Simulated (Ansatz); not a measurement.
`CC(O)O` and `CC(O)Cl` differ in one atom or group.

Ansatz, PBE0-D4/def2-TZVP geometries, multiplicity 1. Each molecule was computed in one conformer, which needn't be the lowest.

```tsv
property	`CC(O)O`
HOMO energy (PBE0/def2-TZVPP) / eV	-8.13
zero-point energy (PBE0-D4/def2-TZVP) / kJ/mol	224.0
LUMO energy (PBE0/def2-TZVPP) / eV	1.09
HOMO–LUMO gap (ωB97M-V/def2-TZVPP) / eV	13.10
size of the dipole moment (PBE/def2-TZVPP) / D	0.19
HOMO–LUMO gap (B3LYP/def2-TZVPP) / eV	8.58
```

(1) Give the same properties after the change, and the shifts. (Best estimate.)

Results:

(1) Computed: 
| property | `CC(O)Cl` | shift |
| --- | --- | --- |
| HOMO energy (PBE0/def2-TZVPP) / eV | -8.39 | -0.26 |
| zero-point energy (PBE0-D4/def2-TZVP) / kJ/mol | 187.6 | -36.4 |
| LUMO energy (PBE0/def2-TZVPP) / eV | 0.69 | -0.40 |
| HOMO–LUMO gap (ωB97M-V/def2-TZVPP) / eV | 13.05 | -0.05 |
| size of the dipole moment (PBE/def2-TZVPP) / D | 2.19 | 2.00 |
| HOMO–LUMO gap (B3LYP/def2-TZVPP) / eV | 8.49 | -0.09 |

With PBE0 the HOMO falls by 0.26 eV and the LUMO falls by 0.40 eV, so the gap narrows by about 0.14 eV. PBE moves the HOMO by -0.49 eV and ωB97M-V by -0.11 eV. The zero-point energy changes by -36.4 kJ/mol with -3 modes. Dipoles are sizes alone; their direction can turn.

B3LYP here is the variant with VWN-RPA as its local correlation; programs differ in this.
